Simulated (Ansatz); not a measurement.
Ladder of methods for the band gap of 1T (CdI2-type) SnSe2

Reference value: 0.98 eV (measured, temperature not stated, not corrected to a static lattice, indirect, our sources range from 0.98 to 1.06; as tabulated in Gonzalez and Oleynik (2016), arXiv:1609.04381).

```json
[
 {"level (code)": "LDA+SOC (Ansatz)", "value (eV)": "0.33 (indirect)"},
 {"level (code)": "PBE+SOC (Ansatz)", "value (eV)": "?"},
 {"level (code)": "PBEsol+SOC (Ansatz)", "value (eV)": "0.41 (indirect)"},
 {"level (code)": "r²SCAN+SOC (Ansatz)", "value (eV)": "0.77 (indirect)"},
 {"level (code)": "HSE06+SOC (Ansatz)", "value (eV)": "1.10 (indirect)"}
]
```

Task: Fill in the missing entries.

Result: 
- PBE+SOC (Ansatz, a program for electronic structure), value (eV): 0.48 (indirect)

Differences against the reference: LDA+SOC -0.65 eV, PBE+SOC -0.50 eV, PBEsol+SOC -0.57 eV, r²SCAN+SOC -0.21 eV, HSE06+SOC +0.12 eV.

Once the reference is moved by up to 0.15 eV (a margin picked here for doubts on the reference and the settings, and for temperature and zero-point motion) and values within 0.03 eV count as equal, the nearest can be HSE06+SOC (+0.12 eV) or r²SCAN+SOC (-0.21 eV). Farthest off among them: LDA+SOC (-0.65 eV).

Semilocal Kohn–Sham gaps run low as a rule, and all computed gaps are for a static lattice, while measured ones hold electron–phonon shifts unless said otherwise.  Values are at the measured cell (atoms relaxed with PBEsol). Cutoffs and k meshes differ between the levels. Ansatz's density-functional and Hartree–Fock values are scalar-relativistic unless marked +SOC, with PAW data made under PBE.

Differences are worked out from the printed values.
